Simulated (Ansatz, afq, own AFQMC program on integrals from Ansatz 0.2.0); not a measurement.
Integrals from Ansatz 0.2.0, then the random walk in our own AFQMC program (afq).

```yaml
crystal:
  periodic: [false, false, false]
  atoms:
    - {symbol: F, position_ang: [-0.858655, -0.565466, 1.445954]}
    - {symbol: Ti, position_ang: [0.029774, -0.170749, 0.027080]}
    - {symbol: F, position_ang: [1.696032, -0.501234, 0.296664]}
    - {symbol: F, position_ang: [-0.532388, -1.141536, -1.276709]}
    - {symbol: I, position_ang: [-0.284863, 2.305385, -0.534389]}
basis:
  gaussian: {orbitals: def2-TZVP}
magnetization: {spin_polarized: false}
correlation: {method: ccsd_t, electrons: outside_noble_gas, hamiltonian_folder: ham}
```

```sh
$ ansatz run in.yaml --threads 2 --pin off --events-out ev --progress --plain --max-ram 49920MiB --backend cuda --devices 0, --max-vram 37GiB
```

afq runs on the folder ham with

```
--method phaseless --trial cisd --walkers 500 --populations 10 --least-time 60 --time-step 0.005 --steps-per-block 50 --equilibration-blocks 40 --max-blocks 4000 --target-error 0.00034 --factor-cut 1e-05 --seed 9588 --release-times 0.24,0.48,0.8,1.2 --release-step 0.04 --release-every 5 --taylor-order 6
```

Times are imaginary, in 1/Eh. The walk had a cap of 347 s. With eight or more populations the least sampling time is a fifth of least-time, and the error comes from their spread. Filled inner d shells are frozen with the cores. Core potentials past Kr, no spin–orbit coupling.

Log:

```
orbitals 167  electrons 16 16  factors 1349 of 1503
reference energy -1443.77636099 Eh
CCSD correlation -1.03534525 Eh in 14 cycles, weight of the determinant in the CISD state 0.7624
energy of the start -1444.811690 Eh
 block  time / (1/Eh)  mean weight  energy / Eh
     1     0.250  0.9988  -1444.789646
     2     0.500  0.9998  -1444.808930
     3     0.750  1.0006  -1444.831153
     4     1.000  1.0006  -1444.834581
     5     1.250  1.0018  -1444.852272
     9     2.250  1.0004  -1444.854771
    29     7.250  1.0003  -1444.869288
    57    14.250  1.0003  -1444.854870
    85    21.250  0.9979  -1444.848981
   113    28.250  0.9995  -1444.840233
   141    35.250  0.9968  -1444.856428
   169    42.250  1.0005  -1444.865520
   197    49.250  0.9985  -1444.865278
   225    56.250  1.0013  -1444.847060
   253    63.250  1.0009  -1444.861039
   274    68.500  1.0004  -1444.902708
   281    70.250  0.9977  -1444.866322
error from the spread of 10 populations
released: time / (1/Eh)  energy / Eh  error  mean overlap
  0.24  -1444.863644  0.001291  0.9815
  0.48  -1444.863497  0.000953  0.9603
  0.80  -1444.865988  0.002893  0.9520
  1.20  -1444.871033  0.005955  0.9239
energy -1444.862452 +/- 0.000983 Eh
(rows thinned)
```

The run passed its tests (sampling time, drift between the halves within three errors, error under three times the target), which doesn't prove that it has relaxed, ending at its cap on processor time.

Against this walk (error 26.7 meV) on the same determinant: CCSD(T) 34.3 meV higher (within the noise). The error is statistical and leaves out the bias of the constraint. None of these is a sure reference here. The released energies get too noisy after the second time (errors over twice the walk's own, or jumping) (meV from the phaseless value at times in 1/Eh: -32 ± 35 at 0.24, -28 ± 26 at 0.48, -96 ± 79 at 0.80, -233 ± 162 at 1.20), so they give no level.

Cautions: constraint bias not in the error; error above the target (26.7 against 9.3 meV); no spin-orbit coupling; no relativity below Rb; outer-core shells of the metal frozen; inner d shell frozen.

The walk took 5.8 min on 1 × NVIDIA H100 80GB HBM3 with 4 threads of AMD EPYC 7R13 Processor (Zen 3) (shared host) (the card was shared). The log's last line is the phaseless energy.
